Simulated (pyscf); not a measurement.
Optimised with ωB97X-D3(BJ)/def2-SVP in PySCF.

O=Ta(=O)–OH (SMILES [O]=[Ta](=[O])[OH]) + H₂O (SMILES O) -> O=Ta(OH)(OH)–OH (SMILES [O]=[Ta]([OH])([OH])[OH])
Surface: singlet. Broken: H–O. Formed: O–Ta, H–O. Give ΔE‡ and ΔE from ωB97M-D3(BJ)/def2-TZVP, relative to the separated reactants.

ΔE‡ = -32.3 kcal/mol, ΔE = -88.7 kcal/mol. Zero-point energy shifts the barrier by +0.2 kcal/mol. It is an addition across a multiple bond or ene-type step, with an imaginary mode of 1355i cm⁻¹. On the reactant side the descent ends in an adduct with a O–Ta contact, 44.2 kcal/mol under the separated species and 9.4 kcal/mol under the saddle at ωB97X-D3(BJ)/def2-TZVP. On the product side the descent ends in a point that may be a rotor saddle (no frequency run), 2.6 kcal/mol over the lowest minimum found and 54.2 kcal/mol under the saddle at ωB97X-D3(BJ)/def2-TZVP. At ωB97M-D3(BJ) the saddle lies under the separated reactants, which points to a path from their complex (located at ωB97X-D3(BJ) alone). What is counted as formed (O–Ta) is already present as a longer contact in the reactant adduct; forming that adduct is a step of its own. At the saddle there is also a short H–Ta contact that neither side keeps. At ωB97X-D3(BJ)/def2-TZVP the barrier from the zero used here is -34.9 kcal/mol. One saddle was located; it need not be the lowest between these sides. Elements past Kr carry the def2 core potentials, without spin-orbit coupling.
